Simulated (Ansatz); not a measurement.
CaO (rock salt): values from a third-order Birch-Murnaghan fit to a volume scan beside measured ones. Computed values: r2SCAN (plane waves to 500 eV, PAW, scalar-relativistic; Ansatz, a program for electronic structure). CaO was relaxed with its symmetry unable to fall.

| quantity | reference | kind |
|---|---|---|
| Lattice constant a (Å) | 4.781 | measured, corrected to the static lattice |
| Bulk modulus B₀ (GPa) | 120 | measured at or taken to low temperature |

References as given in: Wei Chen, Giacomo Miceli, Gian-Marco Rignanese et al., Physical Review Materials (2018), doi:10.1103/physrevmaterials.2.073803.

### Question
Estimate the r2SCAN values and the sign and size of each difference.

### Answer
```csv
quantity,r2SCAN,difference
Lattice constant a (Å),4.795,+0.3 %
Bulk modulus B₀ (GPa),117,-2.6 %
```

For the lattice constant a it lies within 0.3 % of the reference. For the bulk modulus B₀ it lies within 5 % of the reference.

(Under strain, the slope of the energy per volume gives the stress and its curvature an elastic modulus.)
